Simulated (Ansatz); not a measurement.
This Ansatz (a first-principles code) input (r2SCAN/cc-pVTZ) gives -56.88749 Eh with 86 basis functions. A basis named .json is the Basis Set Exchange file of that set (core-valence sets with the plain set on hydrogen).

Ansatz 0.2 input:
```yaml
crystal:
  periodic: [false, false, false]
  atoms:
    - {symbol: N, position_ang: [-0.00000000, 0.00000000, 0.00000000]}
    - {symbol: H, position_ang: [0.01428541, 0.96188359, -0.35397200]}
    - {symbol: H, position_ang: [0.83339821, -0.49769460, -0.32934452]}
    - {symbol: H, position_ang: [-0.84032710, -0.47735428, -0.34161902]}
    - {symbol: H, position_ang: [-0.00735652, 0.01316529, 1.02493554]}
basis:
  gaussian:
    orbitals: cc-pVTZ
    fitting: {mean_field: cc-pVQZ-JKFIT.json}
hamiltonian:
  xc: {name: r2SCAN}
total_charge: 1
magnetization: {spin_polarized: false}
```

Change:
```diff
- fitting: {mean_field: cc-pVQZ-JKFIT.json}
+ fitting: {mean_field: def2-universal-JFIT.json}
```

**Question.** What does the run give now?

**Answer.** -56.88766 Eh (r2SCAN/cc-pVTZ, 86 functions), a change of -0.17 mEh.
